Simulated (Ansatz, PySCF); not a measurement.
**Smallest direct gap on the k points sampled of diamond-structure Si at several levels of theory**

No measured value is used here.

```
level (code)               value (eV)  cell (Å³/atom)
-------------------------  ----------  --------------
LDA (Ansatz)                        ?           20.01
PBE (Ansatz)                     2.56           20.01
RPBE (Ansatz)                    2.57           20.01
PBE-D4 (Ansatz)                  2.56           19.89
r²SCAN (Ansatz)                  2.74           20.01
HSE06 (Ansatz)                   3.31           20.01
LC-ωPBE (Ansatz)                    ?           19.58
r²SCAN0 (Ansatz)                 4.02           20.01
r²SCANh (Ansatz)                    ?           20.09
Hartree–Fock (Ansatz)            9.04           20.01
G0W0@Hartree–Fock (PySCF)           ?           20.01
G0W0@r²SCAN (Ansatz)             3.38           20.01
```

Question: Fill in the missing entries.

Answer: 
- LDA (Ansatz, a quantum-chemistry and plane-wave program), value (eV): 2.53
- LC-ωPBE (Ansatz), value (eV): 7.75
- r²SCANh (Ansatz), value (eV): 3.24
- G0W0@Hartree–Fock (PySCF), value (eV): 5.01 ± 0.06

At these levels the smallest gap is indirect and lower: LDA 0.47, PBE 0.57, RPBE 0.63, PBE-D4 0.56, r²SCAN 0.76, HSE06 1.12, LC-ωPBE 5.27, r²SCAN0 1.84, r²SCANh 1.19, Hartree–Fock 6.34, G0W0@Hartree–Fock 2.64, G0W0@r²SCAN 1.29 eV. Computed values are for a static lattice.  A ± on a computed value is a rough bar: the spread of its extrapolation, a floor set from checks against published values, or a statistical error. Values are at the measured cell; PBE-D4 at the level's own relaxed cell; LC-ωPBE at the level's own relaxed cell; r²SCANh at the level's own equilibrium cell. Cutoffs and k meshes differ between the levels. Ansatz's density-functional and Hartree–Fock values are scalar-relativistic unless marked +SOC, with PAW data made under PBE.
